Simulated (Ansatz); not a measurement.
Zinc-blende BeSe, treated with RPBE (PAW; Ansatz, a quantum-chemistry and plane-wave program).

Settings: plane-wave cutoff 520 eV, 12×12×12 k mesh, Fermi–Dirac smearing 0.01 eV, scalar-relativistic PAW data made under PBE.

The volume scan:

```json
[
 {"V (Å³/atom)": "16.752", "E − E_lowest (meV/atom)": "15.55"},
 {"V (Å³/atom)": "17.108", "E − E_lowest (meV/atom)": "6.66"},
 {"V (Å³/atom)": "17.464", "E − E_lowest (meV/atom)": "1.60"},
 {"V (Å³/atom)": "17.821", "E − E_lowest (meV/atom)": "0.00"},
 {"V (Å³/atom)": "18.177", "E − E_lowest (meV/atom)": "1.55"},
 {"V (Å³/atom)": "18.534", "E − E_lowest (meV/atom)": "5.94"},
 {"V (Å³/atom)": "18.890", "E − E_lowest (meV/atom)": "12.92"}
]
```

What bulk modulus B0 and pressure derivative B′ does a third-order Birch–Murnaghan fit give?

V0 = 17.818 Å³/atom, B0 = 70.6 GPa, B′ = 3.9 (fit to the energies at full precision).

Measured, for comparison: bulk modulus 92.2 GPa (temperature not stated, no zero-point or thermal correction; as tabulated in Inakpenu et al., APS March Meeting 2017, C27.9); equilibrium volume per atom 16.96 Å³/atom (temperature not stated, no zero-point or thermal correction; as tabulated in Bernardini et al. (2000), arXiv:cond-mat/0007180). Computed (rounded) less measured: bulk modulus -23 %, equilibrium volume per atom +5.1 %.

The computed numbers hold no vibrational or temperature effects.

Computing time: very roughly 40 core-seconds.
